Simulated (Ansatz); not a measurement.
A made-up structure of CH₃AlCl, doublet:

```csv
atom,x (Å),y (Å),z (Å)
Al1,-1.0124,-0.2181,-1.0365
C2,0.4085,-0.1074,0.3437
Cl3,1.2761,-1.6551,0.5800
H4,-1.8207,1.1508,-1.2795
H5,1.1554,0.6466,0.0795
H6,1.8903,-2.6901,1.1461
```

It is relaxed with PBE-D4/def2-SVP and then PBE0-D4/def2-TZVP (Ansatz 0.2.0). Atoms count as bonded within 1.22 times the sum of their covalent radii (H–H: 0.88 Å). The end point is not checked to be a true minimum.

Question: Does its bonding change? (Judge from chemistry; the calculation decides.)

Answer: The calculation gives: No: no bond forms or breaks.

Where it ends: The first stage lowers the energy by 1.77 eV in 12 steps. It ends as CH₃AlCl ([AlH][CH][ClH]):
Al1  (-1.069, -0.316, -0.848)
C2  (0.627, -0.248, -0.039)
Cl3  (1.546, -1.688, 0.133)
H4  (-1.808, 1.082, -1.116)
H5  (1.213, 0.567, 0.372)
H6  (1.387, -2.271, 1.331)
(Å)

Labels in which every atom is bracketed show which atoms are joined, not bond orders.

For scale, one of the runs: PBE0-D4/def2-TZVP relaxation, 123 basis functions, launched by `ansatz run in.yaml --threads 2 --pin off --events-out ev --progress --plain --max-ram 4352MiB`. The run took about 27 s on 2 CPU threads of an Arm Neoverse V2 (shared host).
